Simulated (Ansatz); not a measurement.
# Boron trichloride (BCl3): small, medium and large basis sets

One table from this session's results is given with a row withheld; the runs are named, their logs left out.

Method: one geometry, several basis sets; program: Ansatz 0.2.0, Gaussian basis.

Levels to be run: PBE0-D4/def2-SVP; ωB97M-V/def2-SVP; PBE0-D4/def2-QZVPP; ωB97M-V/def2-QZVPP; CCSD(T)/cc-pV(D+d)Z; CCSD(T)/cc-pV(T+d)Z; CCSD(T)/cc-pV(Q+d)Z; the functionals' def2-TZVPP values are taken from earlier runs.

**Structure used throughout**

All runs share one geometry, relaxed beforehand with PBE0-D4 in a triple-zeta def2 set.

SMILES `ClB(Cl)Cl`, 4 atoms, charge 0, spin multiplicity 1.

Atoms are counted from 1 here; the program's logs count them from 0.

Bond lengths: Cl1–B2 1.737 Å, B2–Cl3 1.737 Å, B2–Cl4 1.737 Å. Angles: Cl1–B2–Cl3 120.0°, Cl1–B2–Cl4 120.0°, Cl3–B2–Cl4 120.0°.

As a file:

```
Cl   -0.2440    0.5014    1.6333
B     0.0141   -0.0150   -0.0051
Cl    0.9565   -1.4379   -0.3292
Cl   -0.6711    0.8912   -1.3193
```

Set-up of the first run:

in.yaml

```yaml
crystal:
  periodic: [false, false, false]
  atoms:
    - {symbol: Cl, position_ang: [-0.243962, 0.501441, 1.633334]}
    - {symbol: B, position_ang: [0.014070, -0.014994, -0.005090]}
    - {symbol: Cl, position_ang: [0.956455, -1.437920, -0.329226]}
    - {symbol: Cl, position_ang: [-0.671065, 0.891174, -1.319316]}
basis:
  gaussian: {orbitals: def2-SVP}
hamiltonian: {xc: pbe0, dispersion: d4}
output: {orbitals: {seedname: orbitals}}
```

The run is started by

```
$ ansatz run in.yaml --threads 2 --pin off --events-out ev --progress --plain --max-ram 31744MiB --backend cpu
```

Among the steps run: PBE0-D4 in def2-SVP; ωB97M-V in def2-SVP; PBE0-D4 in def2-QZVPP; ωB97M-V in def2-QZVPP.

One of the session's tables, all rows but one given; the rest of the session is left out.

It belongs to the step «Density functionals: the series». 

```
functional       basis  HOMO (eV)
   PBE0-D4    def2-SVP      -8.94
   PBE0-D4  def2-TZVPP          ?
   PBE0-D4  def2-QZVPP      -9.12
   ωB97M-V    def2-SVP     -11.13
   ωB97M-V  def2-TZVPP     -11.34
   ωB97M-V  def2-QZVPP     -11.38
```

**Question.** Estimate the row for PBE0-D4, def2-TZVPP.

The run gave: HOMO (eV): -9.09. In the column «HOMO (eV)» it lies between PBE0-D4, def2-QZVPP (-9.12) and PBE0-D4, def2-SVP (-8.94).
